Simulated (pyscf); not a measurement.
HF (SMILES F) + Cl• (SMILES [Cl]) → H• (SMILES [H]) + F–Cl (SMILES FCl) (atom transfer; doublet surface; F–H broken, Cl–F formed). Single points on ωB97X-D3(BJ)/def2-SVP structures (PySCF, gas phase). Correlated levels are frozen-core, on RHF or UHF. ΔMP2 is the change of the MP2 total energy from the triple- to the quadruple-zeta basis. Energies in kcal/mol from the separated reactants.

| level | barrier | reaction energy |
|---|---|---|
| ωB97X-D3(BJ)/def2-TZVP | 83.6 | +75.3 |
| r²SCAN/def2-TZVP | ? | +74.5 |
| B3LYP-D3(BJ)/def2-TZVP | 77.1 | +76.6 |
| M06-2X/def2-TZVP | 84.5 | +76.4 |
| CCSD/def2-TZVPP | 93.3 | +84.4 |
| CCSD(T)/def2-TZVPP | 89.5 | +81.4 |
| CCSD(T)/def2-TZVPP + ΔMP2(QZVPP) | ? | ? |

Question: Fill in the missing entries.

Answer: 
- r²SCAN/def2-TZVP, barrier: 73.5
- CCSD(T)/def2-TZVPP + ΔMP2(QZVPP), barrier: 88.6
- CCSD(T)/def2-TZVPP + ΔMP2(QZVPP), reaction energy: +80.5

At r²SCAN this geometry lies under the product side: in single points on another level's saddle the reverse barrier vanishes, and the forward threshold there is about the reaction energy. The angle at the transferred F is 180°. The CCSD(T) − MP2 part came from Ansatz, without density fitting, on the same reference. A UHF reference is spin-contaminated (<S²> up to 0.92), which harms MP2 most. Left out: the spin-orbit lowering of Cl.
